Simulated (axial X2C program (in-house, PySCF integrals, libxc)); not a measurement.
SPS: properties at the nuclei

Calculated with an axial X2C code built on PySCF integrals: two-component X2C with atomic mean-field Coulomb and Gaunt terms, Gaussian nuclei, basis S dyall-av3z, P dyall-v3z with contracted cores.

S–P–S held linear, with bonds 1.959 and 1.959 Å (near the PBE0 minimum at charge 0 of the determinant lowest at the starting distance; the state shown can have its own minimum elsewhere, held linear; other orders of the atoms were not compared).

Determinant lowest in the PBE0 search, Ω = 1/2 (⟨Sz⟩ = 0.50, ⟨Lz⟩ = 0.00 at PBE0), spin on the atoms S 0.15, P 0.20, S 0.15:

```json
{"level": "PBE0", "A∥/gI S (MHz)": "405", "qzz S (a.u.)": "0.26", "A∥/gI P (MHz)": "1160", "qzz P (a.u.)": "-1.09"}
{"level": "HF", "A∥/gI S (MHz)": "475", "qzz S (a.u.)": "0.23", "A∥/gI P (MHz)": "1190", "qzz P (a.u.)": "-1.59"}
{"level": "BHandHLYP", "A∥/gI S (MHz)": "435", "qzz S (a.u.)": "0.28", "A∥/gI P (MHz)": "1210", "qzz P (a.u.)": "-1.30"}
```

Determinant 0.30 eV from it at PBE0 and this distance, Ω = 3/2 (⟨Sz⟩ = 0.50, ⟨Lz⟩ = 1.00 at PBE0), spin on the atoms S 0.07, P 0.36, S 0.07:

| level | A∥/gI S (MHz) | qzz S (a.u.) | A∥/gI P (MHz) | qzz P (a.u.) |
| --- | --- | --- | --- | --- |
| PBE0 | 81.6 | 2.79 | 179 | -0.26 |
| HF | 102 | 3.06 | 308 | -0.99 |
| BHandHLYP | 86.8 | 2.96 | 216 | -0.52 |

A∥ (defined per Ω) follows by multiplying with gI = μI/(I μN); qzz is the electric field gradient, eQq0 = 234.96 MHz × Q/barn × qzz. The operators were transformed with the bare-nucleus X2C matrices; with these basis sets, hyperfine constants and field gradients can be off by tens of per cent, and where levels differ in sign neither size nor sign is settled.

**Question.** With gI(33S) = 0.4292, Q(33S) = -0.0694 barn, gI(31P) = 2.2632 (g factors from the IAEA table of nuclear moments by Stone; Q from Pyykkö, Mol. Phys. 2018), turn the PBE0 values of the first state into constants in MHz.

**Answer.** A∥(33S) = 405 × 0.4292 = 174 MHz; eQq0(33S) = 234.96 × (-0.0694) × (0.26) = -4.24 MHz; A∥(31P) = 1160 × 2.2632 = 2630 MHz.

The molecule was held linear; bending was not examined, so a bent shape may lie lower.

Each state is one determinant with collinear spin. Unrestricted Hartree–Fock can overshoot spin polarisation at the nuclei. At HF a later determinant lies lower. States lie within half an eV, so the first need not be the ground state. PBE0 term energies can be off by some tenths of an eV.
